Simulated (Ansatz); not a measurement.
Ba2SrTi3O9: computed properties

The calculation used DFT r2SCAN, scalar-relativistic, plane waves, PAW (Ansatz).

Cutoff 500 eV; k points 6×6×8 on the computed 15-atom cell (Γ-centred); Gaussian smearing, width 0.02 eV; no spin polarisation.

The structure is relaxed at this level of theory with its symmetry kept. Whether it is the stable form of this composition wasn't checked.

It takes space group Cmm2 (No. 35, orthorhombic). The conventional cell has a = 5.593 Å, b = 16.756 Å, c = 4.037 Å, α = 90.00°, β = 90.00°, γ = 90.00°. Around Ba (site symmetry m) lie 12 O at 2.78 to 2.91 Å. Sr (site symmetry mm2) has 12 O at 2.71 to 2.90 Å as nearest neighbours. Ti (site symmetry m) has 5 O at 1.84 to 2.00 Å as nearest neighbours. Ti (site symmetry mm2) has 5 O at 1.84 to 1.98 Å as nearest neighbours. Around O (site symmetry m) lie 1 Ti at 1.84 Å. O (site symmetry mm2) is surrounded by 1 Ti at 1.84 Å. O (site symmetry 1) is surrounded by 2 Ti at 1.97 to 1.98 Å. Around O (site symmetry 2) lie 2 Ti at 2.00 Å.

| Item | Value |
| --- | --- |
| Volume per atom | 85.1 bohr³ |
| Formation energy from the elements' standard states (uncorrected) | -3.422 eV/atom |
| Generalised Kohn–Sham band gap | 2.24 eV, indirect from T to Γ |
| Löwdin character of the top 1 eV of the valence band | O 2p 94 % |
| Löwdin character of the lowest 1 eV of the conduction band | Ti 3d 87 %, O 2p 10 % |
| Electron masses at the edge by Cartesian direction of the standard setting (m_e; degenerate bands sorted by energy; no spin-orbit coupling) | x: 0.45; y: 0.45; z: 8.0 |
| Hole masses at the edge by Cartesian direction of the standard setting (m_e; degenerate bands sorted by energy; no spin-orbit coupling) | x: 0.83; y: 0.83; z: 18 |

Spin-orbit coupling is left out, which matters for the bands of heavy elements.

A ferromagnetic start lost its moments in a first run, so spin was left out; other magnetic orders weren't tried.

Cost: 3 runs of about 50 core-minutes in all, on Intel Xeon Processor @ 2.50GHz (Skylake/Cascade Lake) (shared hosts).